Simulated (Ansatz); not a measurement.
System (SMILES): [NH2] (NH2), doublet.
Atoms: N1, H2, H3. Bonds: N1-H2, N1-H3.

How fast the optimised N1-H2 bond length converges with the basis for several methods (Ansatz, a program for electronic structure): deviation from each method's own reference, in Å. References: B3LYP 1.0260 Å, the value in pcseg-4; CCSD(T) 1.0250 Å, the value in def2-QZVPP; HF 1.0083 Å, the value in pcseg-4; MP2 1.0189 Å, the value in pcseg-4; PBE 1.0361 Å, the value in pcseg-4. All functions are spherical. In correlated methods cores are frozen. Core-valence sets carry the plain set on hydrogen. Open shells are unrestricted. No added dispersion term, no relativity. The reference of a correlated method is not its basis-set limit, which lies further on.

| basis | functions | B3LYP | CCSD(T) | HF | MP2 | PBE |
|---|---|---|---|---|---|---|
| cc-pVDZ | 24 | 0.0140 | [?] | 0.0106 | 0.0156 | 0.0138 |
| def2-SVPD | 36 | 0.0054 | [?] | 0.0050 | 0.0088 | 0.0045 |
| cc-pVTZ | 58 | 0.0018 | [?] | 0.0014 | 0.0028 | 0.0018 |
| pcseg-2 | 58 | 0.0007 | [?] | 0.0003 | 0.0010 | 0.0007 |
| jun-cc-pV(T+d)Z | 67 | 0.0011 | [?] | 0.0012 | 0.0030 | 0.0009 |
| cc-pCVTZ | 71 | 0.0017 | [?] | 0.0012 | 0.0024 | 0.0019 |
| aug-pcseg-2 | 92 | 0.0005 | [?] | 0.0002 | 0.0015 | 0.0005 |
| aug-cc-pVTZ | 92 | 0.0010 | [?] | 0.0011 | 0.0033 | 0.0008 |

Problem. Fill in the missing entries.

Solution. 
- cc-pVDZ, CCSD(T): 0.0160
- def2-SVPD, CCSD(T): 0.0087
- cc-pVTZ, CCSD(T): 0.0019
- pcseg-2, CCSD(T): 0.0000
- jun-cc-pV(T+d)Z, CCSD(T): 0.0022
- cc-pCVTZ, CCSD(T): 0.0015
- aug-pcseg-2, CCSD(T): 0.0006
- aug-cc-pVTZ, CCSD(T): 0.0025

Mean absolute deviation over cc-pVTZ, pcseg-2, jun-cc-pV(T+d)Z, cc-pCVTZ, aug-pcseg-2, aug-cc-pVTZ: HF 0.0009, PBE 0.0011, B3LYP 0.0011, CCSD(T) 0.0015, MP2 0.0023 Å.
